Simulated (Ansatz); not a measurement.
# BeAs: from a trial structure to a relaxed crystal

Theory: DFT PBE, scalar-relativistic, plane waves, PAW in Ansatz. Cutoff 420 eV, Γ-centred k mesh, Gaussian smearing, no spin polarisation in the final step.

BeAs was placed on the caesium chloride structure type (Pm-3m, No. 221), with Be in place of Cs, As in place of Cl, at a guessed volume.

```
Be As
1.0
     3.07740    0.00000    0.00000
     0.00000    3.07740    0.00000
     0.00000    0.00000    3.07740
Be As
1 1
Direct
  0.00000 0.00000 0.00000
  0.50000 0.50000 0.50000
```

Cell and atoms relax at zero pressure; the relaxation can't lower the symmetry of the start.

Formation energies are uncorrected and refer to the elements' standard structures at the same level.

(1) What does it relax into?

(2) What are its volume, energy, density and gap?

Results:

(1) It keeps Pm-3m (No. 221). The result has the caesium chloride structure. Conventional cell: a = 3.040 Å. Be is coordinated by 8 As at 2.63 Å and 6 Be at 3.04 Å; As is coordinated by 8 Be at 2.63 Å and 6 As at 3.04 Å.

Space group Pm-3m (No. 221). a = 3.040 Å, b = 3.040 Å, c = 3.040 Å, α = 90.00°, β = 90.00°, γ = 90.00°
```
atom site symmetry x y z
  Be    1a m-3m  0.0000  0.0000  0.0000
  As    1b m-3m  0.5000  0.5000  0.5000
```

(2) The volume per atom is 14.05 Å³. The density is 4.96 g/cm³ and the energy over the elements is 0.58 eV/atom. The gap on the 18×18×18 mesh is 0 eV (a metal).

The final run used a 18×18×18 mesh on its 2-atom cell and 0.10 eV smearing. The k mesh leaves about 4 meV/atom of noise in metals. A structure relaxed within its symmetry needn't be a true minimum.

Cost: 2 runs of about 0.54 core-minutes in all, on Arm Neoverse V1 (shared hosts).